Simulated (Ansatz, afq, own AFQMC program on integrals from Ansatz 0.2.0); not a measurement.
AlC⁺, triplet in cc-pVDZ, levels against full CI

```json
{"atom": "Al", "x (Å)": "0.0000", "y (Å)": "0.0000", "z (Å)": "0.0000"}
{"atom": "C", "x (Å)": "0.0000", "y (Å)": "0.0000", "z (Å)": "1.9668"}
```

Basis cc-pVDZ. Noble-gas cores (and the filled d shells of Ga–Kr and In–Xe) are frozen. Integrals, coupled cluster, full CI and functionals: Ansatz 0.2.0; the random walks run on the same integrals in our own AFQMC program. ph-AFQMC/CISD is guided by a CISD state made of CCSD amplitudes; releasing the constraint for a short imaginary time cuts its bias at the price of noise, slowly where states lie close. Error bars are statistical, one sigma.

Determinant: UHF, the one that the program's search chose, which needn't be the lowest solution. The geometry is a PBE0/def2-TZVP stationary point of this or a neighbouring charge and spin state.

Full CI on the same integrals is exact in this basis and with this determinant's frozen core.

Cautions: lower spins were not checked; strong correlation (T1 0.079, weight of the determinant 0.82, largest double 0.18); unrestricted determinant spin contaminated (⟨S²⟩ 2.79 against 2.00).

- T1 diagnostic: 0.0792
- weight of the determinant in the CISD state: 0.820
- ⟨S²⟩ of the determinant: 2.790
- size of the correlated space: 6 electrons in 26 orbitals

```tsv
level	correlation energy (eV)
MP2	-2.1302
CCSD	-2.9620
CCSD(T)	-3.1138
```

Estimate where AFQMC with the constraint released lies against CCSD(T) on the same integrals.

2.75 ± 0.34 kcal/mol below CCSD(T).

Reference: full CI, correlation energy -3.237 eV. The released energy is read at 2.40 1/Eh (meV from the phaseless value at times in 1/Eh: -7 ± 13 at 0.24, -18 ± 11 at 0.51, -31 ± 9 at 0.99, -33 ± 14 at 1.62, -27 ± 15 at 2.40). The cautions show a poor starting determinant, so the rows tell how each method copes with it here, and full CI is the sure value.

```tsv
level	E − E(reference) (kcal/mol)	share of correlation (%)
CCSD(T)	2.83	96.21
CCSDT	0.39	99.47
CCSDT(Q)	-0.05	100.07
ph-AFQMC/HF	1.98 ± 0.77	97.35
ph-AFQMC/CISD	0.71 ± 0.23	99.05
released AFQMC	0.08 ± 0.34	99.89
```

CCSDT and higher add their correlation energy to the determinant of the CCSD(T) run, since their own runs factorise the integrals more tightly (a shift of under 2 meV). A walk keeps the symmetry of its determinant, which the program's search chose and which needn't be the lowest solution, so a lower state of the same spin and another symmetry isn't excluded. Released energies are given only where the last usable release times agree within the noise; a slower fall can still hide under it.
